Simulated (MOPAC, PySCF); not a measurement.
Breaking a bond: H₂, singlet.

Levels: PM3, restricted, heats of formation (MOPAC); UMP2/6-31G* = unrestricted MP2 (frozen core)/6-31G*, spherical d in PySCF; AM1, restricted, heats of formation (MOPAC); UCCSD(T) = PySCF 2.14.0 with CCSD(T) on UHF/cc-pVTZ.

Energies relative to the lowest point of each curve near equilibrium, in mEh; the last columns give the difference from UCCSD(T):

| R / Å | PM3 | UMP2/6-31G* | AM1 | UCCSD(T) | PM3 − UCCSD(T) | UMP2/6-31G* − UCCSD(T) | AM1 − UCCSD(T) |
|---|---|---|---|---|---|---|---|
| 0.60 | 7.6 | 18.2 | 4.1 | 18.8 | -11.2 | -0.5 | -14.6 |
| 0.64 | 2.6 | 8.3 | 0.9 | 8.8 | -6.2 | -0.5 | -7.9 |
| 0.68 | 0.3 | 2.6 | 0.0 | 3.0 | -2.7 | -0.4 | -3.0 |
| 0.70 | 0.0 | 1.0 | 0.3 | 1.3 | -1.3 | -0.3 | -1.0 |
| 0.73 | 0.6 | 0.0 | 1.7 | 0.1 | 0.6 | -0.1 | 1.6 |
| 0.75 | 1.7 | 0.1 | 3.1 | 0.0 | 1.7 | 0.1 | 3.1 |
| 0.78 | 4.0 | 1.1 | 6.0 | 0.8 | 3.2 | 0.3 | 5.2 |
| 0.80 | 6.1 | 2.4 | 8.3 | 1.9 | 4.2 | 0.5 | 6.5 |
| 0.82 | 8.6 | 4.0 | 11.0 | 3.3 | 5.2 | 0.6 | 7.7 |
| 0.86 | 14.4 | 8.1 | 17.1 | 7.1 | 7.3 | 1.0 | 9.9 |
| 0.93 | 27.2 | 17.6 | 29.8 | 15.9 | 11.2 | 1.6 | 13.8 |
| 1.02 | 46.7 | 32.3 | 48.6 | 29.8 | 16.9 | 2.6 | 18.9 |
| 1.13 | 72.7 | 52.1 | 73.4 | 48.3 | 24.4 | 3.8 | 25.1 |
| 1.24 | 98.5 | 77.2 | 98.3 | 66.9 | 31.5 | 10.2 | 31.4 |
| 1.33 | 118.5 | 96.8 | 118.0 | 81.5 | 36.9 | 15.3 | 36.5 |
| 1.49 | 151.2 | 118.8 | 150.8 | 104.8 | 46.4 | 14.0 | 45.9 |
| 1.66 | 184.2 | 131.6 | 182.1 | 125.1 | 59.1 | 6.5 | 57.0 |
| 1.85 | 219.6 | 139.2 | 212.8 | 142.2 | 77.4 | -3.0 | 70.7 |
| 2.01 | 246.3 | 142.7 | 235.3 | 152.4 | 93.9 | -9.7 | 82.9 |
| 2.23 | 277.0 | 145.2 | 260.9 | 161.6 | 115.4 | -16.4 | 99.4 |
| 2.63 | 319.4 | 146.9 | 294.8 | 169.3 | 150.2 | -22.3 | 125.6 |
| 3.00 | 347.1 | 147.4 | 315.4 | 171.6 | 175.5 | -24.2 | 143.8 |

PM3 is furthest from UCCSD(T) at 3.00 (175.5 mEh, above); its mean absolute difference over the points is 40.1 mEh.

UMP2/6-31G* is furthest from UCCSD(T) at 3.00 (-24.2 mEh, below); its mean absolute difference over the points is 6.1 mEh.

AM1 is furthest from UCCSD(T) at 3.00 (143.8 mEh, above); its mean absolute difference over the points is 36.9 mEh.

The restricted form behind PM3, AM1 keeps the bonding electrons paired and can't separate into open-shell fragments. The unrestricted determinant behind UMP2/6-31G*, UCCSD(T) is spin-contaminated at 1.24 to 3.00 Å (<S²> up to 1.0, against 0.00 for a pure singlet).
